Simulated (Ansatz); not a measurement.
We consider InSb2S4Br (C2/m, No. 12), described by PBEsol (PAW; Ansatz, a quantum-chemistry and plane-wave program).

Run with plane-wave cutoff 520 eV, 10×10×4 k mesh (along the axes of the cell as run), Fermi–Dirac smearing 0.01 eV, scalar-relativistic PAW data made under PBE.

Cell (measured lattice):

```cif
data_Br4In4S16Sb8
_chemical_formula_sum 'In4 Sb8 S16 Br4'
_space_group_name_H-M_alt 'C2/m'
_space_group_IT_number 12
_space_group_name_Hall '-C 2y'
_cell_length_a 20.17700
_cell_length_b 3.86700
_cell_length_c 11.66000
_cell_angle_alpha 90.000
_cell_angle_beta 119.130
_cell_angle_gamma 90.000
loop_
_atom_site_label
_atom_site_type_symbol
_atom_site_symmetry_multiplicity
_atom_site_Wyckoff_symbol
_atom_site_fract_x
_atom_site_fract_y
_atom_site_fract_z
_atom_site_occupancy
In1 In 4 i 0.33670 0.00000 0.56620 1
Sb1 Sb 4 i 0.04660 0.00000 0.78310 1
Sb2 Sb 4 i 0.20490 0.50000 0.09700 1
S1 S 4 i 0.21230 0.00000 0.34820 1
S2 S 4 i 0.31950 0.00000 0.13150 1
S3 S 4 i 0.10130 0.00000 0.02470 1
S4 S 4 i 0.03660 0.50000 0.21220 1
Br1 Br 4 i 0.10400 0.00000 0.53470 1
```
(The calculation used a cell of 16 atoms; values per cell refer to that cell.)

**Question.** Estimate the band gap, smallest direct gap on the k points sampled and direct gap at Γ that the calculation returns.

**Answer.** 
* **band gap**: 1.40 eV
* **smallest direct gap on the k points sampled**: 1.43 eV
* **direct gap at Γ**: 1.83 eV

Note: cell and atoms aren't relaxed at this level (largest force component 0.22 eV/Å, pressure -0.4 GPa).

Spin–orbit coupling is not included.

Computed values are for the static lattice.
